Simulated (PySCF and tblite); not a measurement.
Results of a calculation; reference values are marked as such.
System: C4H11O (charge +1), numbered as in [CH3:1][CH2:2][O+:3]([CH3:4])[CH3:5].

For the rotation about the C2–O3 bond (torsion C1–C2–O3–C4 from 71° to 201°, rising): electronic barrier 3.33 kcal/mol, zero-point change -0.07 kcal/mol, thermal and entropy terms at 298.15 K a further 0.60 kcal/mol (symmetry numbers apart). The minimum is Cs, the saddle C1. Geometries: PBE0-D3(BJ)/def2-SVP; energies: PBE0/pcSseg-1 + D3(BJ); zero-point and thermal terms from GFN2-xTB harmonic modes (soft modes blended into free rotors). Rate constants are transition-state-theory values, counting equivalent paths, without tunnelling. Programs: tblite and PySCF.

How many equivalent paths lead out of the minimum?

2: the symmetry number of the minimum is 1, that of the saddle displaced along its mode 1, and the displaced saddle is chiral while the minimum is not, which doubles the count.

Work out the rate at 298.15 K.

ΔG‡ = 3.86 kcal/mol; k_B T/h = 6.2×10¹² s⁻¹; exp(−ΔG‡/RT) = 0.0015; times 2 gives k = 1.8×10¹⁰ s⁻¹. Wigner's tunnelling factor for the 124i cm⁻¹ mode would be 1.01.

The ion is treated without a counter-ion.
